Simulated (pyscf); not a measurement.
Structures and frequencies: ωB97X-D3(BJ)/def2-SVP in PySCF. Correlated levels are frozen-core, on RHF or UHF. ΔMP2 is the change of the MP2 total energy from the triple- to the quadruple-zeta basis.

Task: Estimate the classical barrier height and the reaction energy of H₂B–CH₃ (SMILES BC) + HCl (SMILES Cl) → H₂B–Cl (SMILES BCl) + CH₄ (SMILES C) at CCSD(T)/def2-TZVPP + ΔMP2(QZVPP). The step runs on the singlet surface, breaks B–C, Cl–H and forms B–Cl, C–H; take the separated reactants as zero.

Result: ΔE‡ = 66.9 kJ/mol, ΔE = -97.9 kJ/mol. Zero-point energy shifts the barrier by +7.9 kJ/mol. It is a four-centre exchange, with an imaginary mode of 1007i cm⁻¹. The same reactants have a lower exit, to H₃C–BH–Cl + H₂ (barrier +33.9 kJ/mol at ωB97M-D3(BJ), against +61.8 kJ/mol here). This is the saddle that the search found; another between the same sides may lie lower. The CCSD(T) − MP2 part came from Ansatz, without density fitting, on the same reference.
